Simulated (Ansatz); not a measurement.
Relaxed structures of CH4NSi (charge +1), singlet (PBE0-D4/def2-TZVP; forces vanish, vibrations not checked; lower isomers may exist, and structures with a doubtful reference or unclear bonds are left out; Å). Computed with Ansatz 0.2.0 (basis: def2-TZVPP); correlated methods freeze the cores.

(1) Rank them by CCSD(T) energy, lowest first, and give each one's height above the lowest. Links in brackets join atoms within 1.22 times the sum of their covalent radii (1.1 for two metals). (An estimate is asked for; the value comes from the calculation.)
A.
CH₄NSi ([NH2][C][SiH2]), total charge +1
```
7
angstrom
N -1.1386 -0.2070 -0.9127
C -0.1700 -0.0312 -0.1364
Si 1.1428 0.2076 0.9160
H -1.7794 -0.9973 -0.8162
H -1.3418 0.4303 -1.6855
H 0.8766 1.0169 2.1108
H 2.4104 -0.4192 0.5241
```
B.
CH₄NSi ([CH2][N][SiH2]), total charge +1
```
7
angstrom
N -0.1479 -0.0269 -0.1186
C -1.1131 -0.2024 -0.8924
Si 1.0951 0.1991 0.8780
H -1.7832 -1.0566 -0.7668
H -1.3079 0.4946 -1.7114
H 0.8528 1.0051 2.0796
H 2.3728 -0.4186 0.5065
```
C.
CH₄NSi ([NH][C][SiH3]), total charge +1
```
7
angstrom
N -0.8957 0.0336 -0.8563
C -0.0650 0.1013 -0.0790
Si 1.3436 0.2158 1.2389
H 0.9460 -0.8524 2.1725
H -1.6317 -0.0263 -1.5449
H 1.1739 1.5991 1.7164
H 2.5313 -0.0491 0.4085
```

T1 diagnostic: at most 0.020.

Results:

(1) The calculation gives: C (0.00 kcal/mol), B (2.81 kcal/mol), A (28.79 kcal/mol). Heights count from the lowest.

For scale, one of the runs: CCSD(T)/def2-TZVPP, 160 basis functions, launched by `ansatz run in.yaml --threads 2 --pin off --events-out ev --progress --plain --max-ram 4352MiB`. The run took 16 s on 2 CPU threads of an Arm Neoverse V1 (shared host), with 1.1 GiB of host memory at its peak.
